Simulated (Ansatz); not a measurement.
**Niobium, bcc under PBE: testing the plane-wave cutoff**

How high must the plane-wave cutoff be for energy and pressure to settle? The geometry was relaxed under PBE beforehand and stays fixed; 9 values are run, from 150 to 800 eV. Wanted are the values from which on the energy stays within 10 and 1 meV/atom, and the pressure within 0.5 GPa, of the last run. Within the series other settings stay. Spin polarisation is left out.

Program: Ansatz 0.2.0. Level of theory: DFT PBE, plane waves with PAW, scalar-relativistic. These are calculated values, not measurements.

## (1) The starting structure

The structure is cubic, space group Im-3m (No. 229). The conventional cell has a = 3.310 Å, b = 3.310 Å, c = 3.310 Å, α = 90.00°, β = 90.00°, γ = 90.00°. Nb (site symmetry m-3m) is surrounded by 8 Nb at 2.87 Å.

As a file:

```cif
data_structure
_symmetry_space_group_name_H-M 'Im-3m'
_symmetry_Int_Tables_number 229
_cell_length_a 3.3096
_cell_length_b 3.3096
_cell_length_c 3.3096
_cell_angle_alpha 90.000
_cell_angle_beta 90.000
_cell_angle_gamma 90.000
_cell_volume 36.25
loop_
_atom_site_label
_atom_site_type_symbol
_atom_site_symmetry_multiplicity
_atom_site_Wyckoff_symbol
_atom_site_fract_x
_atom_site_fract_y
_atom_site_fract_z
_atom_site_occupancy
Nb1 Nb 2 a 0.00000 0.00000 0.00000 1
```

## (2) The usual settings first

Contents of input.yaml:

```yaml
crystal:
  lattice:
    - [-1.6547957147, 1.6547957147, 1.6547957147]
    - [1.6547957147, -1.6547957147, 1.6547957147]
    - [1.6547957147, 1.6547957147, -1.6547957147]
  atoms:
    - { symbol: Nb, position: [0.0, 0.0, 0.0] }
hamiltonian:
  xc: pbe
  pseudopotentials:
    kind: paw
    azcp:
      Nb: "pseudopotentials/Nb.paw.azcp"
basis:
  ecutwfc: 420
  fft_grid_basis: typed
kpoints:
  mp_grid: { grid: [22, 22, 22], shift: [0, 0, 0] }
magnetization:
  spin_polarized: false
scf:
  occupations: { method: fermi_dirac, width: 0.1 }
  lower_state_search: "off"
output:
  stress: true
```

Launch:

```
$ ansatz run input.yaml --threads 1 --pin off --max-ram 3584MiB --backend cpu --events-out ev --progress --plain --runs-dir out
```

## (3) Cutoff 150 eV

The run at 150 eV.

Edit input.yaml of step 2 so:

```diff
@@ -14,6 +14,6 @@
 basis:
-  ecutwfc: 420
+  ecutwfc: 150
   fft_grid_basis: typed
 kpoints:
-  mp_grid: { grid: [22, 22, 22], shift: [0, 0, 0] }
+  mp_grid: { grid: [13, 13, 13], shift: [0, 0, 0] }
 magnetization:
```

## (4) Cutoff 200 eV

The run at 200 eV.

Edit input.yaml of step 3 so:

```diff
@@ -14,3 +14,3 @@
 basis:
-  ecutwfc: 150
+  ecutwfc: 200
   fft_grid_basis: typed
```

## (5) Cutoff 250 eV

The run at 250 eV.

Edit input.yaml of step 4 so:

```diff
@@ -14,3 +14,3 @@
 basis:
-  ecutwfc: 200
+  ecutwfc: 250
   fft_grid_basis: typed
```

## (6) Cutoff 300 eV

The run at 300 eV.

Edit input.yaml of step 5 so:

```diff
@@ -14,3 +14,3 @@
 basis:
-  ecutwfc: 250
+  ecutwfc: 300
   fft_grid_basis: typed
```

## (7) Cutoff 350 eV

The run at 350 eV.

Edit input.yaml of step 6 so:

```diff
@@ -14,3 +14,3 @@
 basis:
-  ecutwfc: 300
+  ecutwfc: 350
   fft_grid_basis: typed
```

## (8) Cutoff 420 eV

The run at 420 eV.

Edit input.yaml of step 7 so:

```diff
@@ -14,3 +14,3 @@
 basis:
-  ecutwfc: 350
+  ecutwfc: 420
   fft_grid_basis: typed
```

## (9) Cutoff 500 eV

The run at 500 eV.

Edit input.yaml of step 8 so:

```diff
@@ -14,3 +14,3 @@
 basis:
-  ecutwfc: 420
+  ecutwfc: 500
   fft_grid_basis: typed
```

## (10) Cutoff 600 eV

The run at 600 eV.

Edit input.yaml of step 9 so:

```diff
@@ -14,3 +14,3 @@
 basis:
-  ecutwfc: 500
+  ecutwfc: 600
   fft_grid_basis: typed
```

## (11) Cutoff 800 eV

The run at 800 eV.

Edit input.yaml of step 10 so:

```diff
@@ -14,3 +14,3 @@
 basis:
-  ecutwfc: 600
+  ecutwfc: 800
   fft_grid_basis: typed
```

(Steps that only read results are left out.)

**Question.** What will these runs give?

As calculated:

| quantity | value |
| --- | --- |
| E(σ → 0) stays within 10 meV/atom of 800 eV | from 350 eV on |
| E(σ → 0) stays within 1 meV/atom | from 420 eV on |
| pressure stays within 0.5 GPa | from 250 eV on |
| pressure at 800 eV | -0.04 GPa |
| CPU time, dearest over cheapest | 3 |
| run at the usual settings (mesh 22×22×22 against the series' 13×13×13, 420 eV) | +4.7 meV/atom from 800 eV, 0.30 GPa |

In words: At 150 eV the energy differs by +12491 meV/atom and the pressure by -18.9 GPa. The energy falls at each step up in cutoff, as the variational principle asks. 1 meV/atom is reached at 420 eV; energy differences often converge earlier, as errors cancel.
